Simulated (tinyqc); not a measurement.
Worked calculation: Pariser-Parr-Pople SCF with singles CI, for the molecule c1ccsc1 (SMILES; centres numbered as the heavy atoms are written). One step of it, computed by the program tinyqc.

Question. PPP integrals. Mataga-Nishimoto: gamma = 14.399645/(R + a), a = 2 x 14.399645/(gamma_rr + gamma_ss); H_rr = -W_r - sum_(s != r) z_s gamma_rs; H_rs = beta for bonds.

Centres (angstrom, eV; a flat drawing with bonds scaled to 1.40 angstrom):
```
centre          x          y  core charge z          W   gamma_rr
1C       1.191000   0.000000              1  11.070000  11.540000
2C       0.368000   1.133000              1  11.070000  11.540000
3C      -0.963000   0.700000              1  11.070000  11.540000
4S      -0.963000  -0.700000              2  23.940000  13.940000
5C       0.368000  -1.133000              1  11.070000  11.540000
```

Resonance integrals (eV):
```
i  j       beta
1  2  -2.500000
2  3  -2.500000
3  4  -2.200000
4  5  -2.200000
5  1  -2.500000
```

Give: repulsion gamma_rs; core matrix H.

Answer.

repulsion gamma_rs (eV), lower triangle:
```
         1C       2C       3C       4S       5C
1C  11.5400
2C   5.4376  11.5400
3C   4.0993   5.4390  11.5400
4S   4.2412   4.2408   5.6910  13.9400
5C   5.4376   4.0980   4.0989   5.6917  11.5400
```

core matrix H (eV), lower triangle:
```
          1C        2C        3C        4S        5C
1C  -34.5270
2C   -2.5000  -34.5262
3C    0.0000   -2.5000  -36.0891
4S    0.0000    0.0000   -2.2000  -43.8046
5C   -2.5000    0.0000    0.0000   -2.2000  -36.0879
```
